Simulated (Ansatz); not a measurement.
Input for Ansatz (development build ahead of 0.2.0):

```yaml
crystal:
  periodic: [false, false, false]
  atoms:
    - { symbol: Si, position_ang: [0.0, 0.0, 0.0] }
    - { symbol: H, position_ang: [0.0, 0.0, 4.144] }
    - { symbol: B, position_ang: [0.0, 0.0, -5.628] }
basis:
  gaussian: { orbitals: pcseg-2 }
magnetization:
  initial_magnetization: 2
hamiltonian:
  xc: { name: r2SCAN0 }
```

The input is written out in the form of the current development build from the run's settings.

Results

```yaml
Converged: yes
Total_energy: -314.41453 hartree
Spin_squared_of_the_determinant: 2.000
Stability_test: minimum among restricted orbitals
```

Caution: stretched shape with no unrestricted run beside it, a lower state can exist; charge can spread falsely over distant fragments; other spin multiplicities may lie lower.
